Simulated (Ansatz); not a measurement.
## Solid CO2 (dry ice)

All values below come from PBE in Ansatz (plane waves, PAW).

Numerical settings: plane-wave cutoff 500 eV, 6×6×6 k mesh, gaussian smearing 0.02 eV, scalar-relativistic PAW data made under PBE.

Cell (relaxed at this level):

```
CELL_PARAMETERS angstrom
      6.06635     0.00000     0.00000
      0.00000     6.06635     0.00000
      0.00000     0.00000     6.06635
ATOMIC_POSITIONS crystal
  C  0.00000 0.50000 0.50000
  C  0.50000 0.00000 0.50000
  C  0.00000 0.00000 0.00000
  C  0.50000 0.50000 0.00000
  O  0.88868 0.61132 0.38868
  O  0.38868 0.88868 0.61132
  O  0.88868 0.88868 0.88868
  O  0.11132 0.11132 0.11132
  O  0.61132 0.38868 0.88868
  O  0.61132 0.11132 0.38868
  O  0.38868 0.61132 0.11132
  O  0.11132 0.38868 0.61132
```

```yaml
band_gap: 6.63 eV (on the SCF k mesh)
```

Note: the cell comes from a level without a dispersion term, which matters for the spacing of layers, chains or molecules.

Static lattice: no zero-point or thermal effects.

Computing time: around 2.6 core-minutes (rough).

Ansatz is a quantum-chemistry and plane-wave program.
